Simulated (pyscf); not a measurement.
Structures and frequencies: ωB97X-D3(BJ)/def2-SVP in PySCF.

Question: PBE/def2-TZVP puts the barrier of `[OH][AsH][OH]` + `[SiH2]` [singlet] → `[OH][SiH2][AsH][OH]` (insertion; singlet surface; As–O broken, O–Si, As–Si formed) at -20.9 kcal/mol and the reaction energy at -74.6 kcal/mol, from the separated reactants. What do B3LYP-D3(BJ)/def2-TZVP, PBE0-D3(BJ)/def2-TZVP, ωB97M-D3(BJ)/def2-TZVP give on the same structures?

Answer: B3LYP-D3(BJ): ΔE‡ = -16.3 kcal/mol, ΔE = -75.7 kcal/mol; PBE0-D3(BJ): ΔE‡ = -19.6 kcal/mol, ΔE = -79.6 kcal/mol; ωB97M-D3(BJ): ΔE‡ = -12.8 kcal/mol, ΔE = -74.1 kcal/mol. PBE's barrier lies under all of them, by 1.3 to 8.0 kcal/mol. Its reaction energy lies among theirs. On the reactant side the descent ends in an adduct with a O–Si contact, 20.8 kcal/mol under the separated species and 3.5 kcal/mol under the saddle at ωB97X-D3(BJ)/def2-TZVP. At PBE, B3LYP-D3(BJ), PBE0-D3(BJ), ωB97M-D3(BJ) the saddle lies under the separated reactants, which points to a path from their complex (located at ωB97X-D3(BJ) alone). What is counted as formed (O–Si) is already present as a longer contact in the reactant adduct; forming that adduct is a step of its own. At ωB97X-D3(BJ) the barrier from the zero used here is -17.3 kcal/mol. One saddle was located; it need not be the lowest between these sides. Elements up to Kr have no core potential and no relativistic terms here.
